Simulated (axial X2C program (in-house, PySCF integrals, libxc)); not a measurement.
## LiO⁺: cheaper levels and CCSD(T), 2c

All values were computed with an axial X2C code built on PySCF integrals. Two-component (2c) means X2C with spin–orbit coupling and atomic mean-field two-electron Coulomb and Gaunt terms. Basis: O dyall-av3z [7s6p3d2f], Li dyall-cv3z [7s8p2d] (cores contracted in-house); Gaussian nuclei, density fitting, unrestricted open shells. Masses: O 15.995 u, Li 7.016 u.

State: Ω = 1 (⟨Sz⟩ = 1.00, ⟨Lz⟩ = 0.00 at HF); fragments O + Li+.

```json
{"level": "PBE0", "Re (Å)": "2.073", "ωe (cm⁻¹)": "362.5", "De (eV)": "0.525"}
{"level": "HF", "Re (Å)": "2.071", "ωe (cm⁻¹)": "363.6", "De (eV)": "0.486"}
{"level": "MP2", "Re (Å)": "2.099", "ωe (cm⁻¹)": "349.6", "De (eV)": "0.475"}
{"level": "CCSD", "Re (Å)": "2.099", "ωe (cm⁻¹)": "351.4", "De (eV)": "0.479"}
```

Correlated methods: 6 electrons correlated (number of frozen shells: O 1 s; Li 1 s), 172 virtual spin orbitals or spinors in MP2, 60 natural virtuals in coupled cluster.

CCSD(T), same Hamiltonian and basis:

Re = 2.103 Å, ωe = 349.4 cm⁻¹, De = 0.47 eV; T1 = 0.007 (Lee–Taylor normalisation).

(1) Give the differences from CCSD(T) in the columns below.

The state is a single determinant with fixed occupations, the lowest that a limited PBE0 search found. Dissociation energies refer to the lowest single-determinant-based atoms at the same level and basis. Density functionals use the spin component along the axis (collinear). CCSD and (T) use frozen natural virtuals with an MP2 correction for the truncation; (T) itself is uncorrected, so its De runs slightly low. The 2c atoms are single determinants rather than J levels; their spin–orbit lowering is only partly caught, and De is too large by that part. This holds for PBE0. The functionals have no current-density term, which raises determinants with orbital currents, atoms included. With several unpaired electrons one determinant need not be a pure state. Open-shell Ω = 0 determinants with evenly filled partner blocks cannot be reached by this program, so the Ω shown need not be the lowest component. This is the Ω = 1 component of a π² triplet; the 0⁺ component is not one determinant and can lie lowest.

Results:

(1) 

```tsv
level	ΔRe (Å)	Δωe (cm⁻¹)	ΔDe (eV)
PBE0	-0.030	13	0.05
HF	-0.032	14	0.02
MP2	-0.004	0	0.00
CCSD	-0.004	2	0.01
```
